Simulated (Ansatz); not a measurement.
**Si2C: from a trial structure to a relaxed crystal**

Level of theory: DFT PBE, scalar-relativistic, plane waves, PAW (Ansatz 0.2.0). Cutoff 420 eV, Γ-centred k mesh, Gaussian smearing, no spin polarisation in the final step.

The start puts Si2C on the sites of a reported Cr2B cell (I4/mcm, No. 140), with C in place of B, Si in place of Cr, at a guessed volume.

```yaml
crystal:
  lattice:
    - [-2.83329, 2.83329, 2.35844]
    - [2.83329, -2.83329, 2.35844]
    - [2.83329, 2.83329, -2.35844]
  atoms:
    - { symbol: Si, position: [0.66700, 0.16700, 0.83400] }
    - { symbol: Si, position: [0.16700, 0.33300, 0.50000] }
    - { symbol: Si, position: [0.33300, 0.83300, 0.16600] }
    - { symbol: Si, position: [0.83300, 0.66700, 0.50000] }
    - { symbol: C, position: [0.25000, 0.25000, 0.00000] }
    - { symbol: C, position: [0.75000, 0.75000, 0.00000] }
```

Cell and atoms relax at zero pressure; the relaxation can't lower the symmetry of the start. After a coarse first stage the cell is made exact in the group found at 0.06 Å.

The zero of energy is the elements' standard structures at the same level; no fitted shifts are applied.

Question: Which crystal results?

Answer: It keeps I4/mcm (No. 140), but not the shape of the type it started on. Conventional cell: a = 4.782 Å, c = 5.772 Å. Around Si lie 4 C at 2.27 Å and 5 Si at 2.47–2.48 Å; around C lie 8 Si at 2.27 Å.

Space group I4/mcm (No. 140). a = 4.782 Å, b = 4.782 Å, c = 5.772 Å, α = 90.00°, β = 90.00°, γ = 90.00°
| atom | site | symmetry | x | y | z |
| --- | --- | --- | --- | --- | --- |
| Si | 8h | m.2m | 0.6829 | 0.1829 | 0.0000 |
| C | 4a | 422 | 0.0000 | 0.0000 | 0.7500 |

Question: What are its volume, energy, density and gap?

Answer: The volume per atom is 11.00 Å³. The density is 3.43 g/cm³. The energy over the elements is 1.19 eV/atom and the gap on the 10×10×10 mesh is 0 eV (a metal).

The final run used a 10×10×10 mesh on its 6-atom cell and 0.10 eV smearing. For metals, differences of a few meV/atom aren't resolved. Symmetry constrained the relaxation, so the result can be a saddle point.